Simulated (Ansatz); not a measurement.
2H MoSe₂, treated with PBE-D4 (PAW; Ansatz, a first-principles code).

Rigid layers of the crystal as relaxed at this level are moved apart or together:

```csv
run,k mesh,layer repeat (Å),energy against free layers (meV/Å²),gap on the mesh (eV)
1,12×12×4,6.165,-26.90,0.586
2,12×12×4,6.315,-28.86,0.726
3,12×12×4,6.465,-28.99,0.856
4,12×12×4,6.665,-27.51,1.013
5,12×12×4,6.965,-23.70,1.216
6,12×12×4,7.465,-16.89,1.370
7,12×12×2,8.465,-7.82,1.506
8,12×12×2,10.465,-2.06,1.557
```

The lowest energy of these points lies at a layer repeat of 6.46 Å.

Spin–orbit coupling is not included.
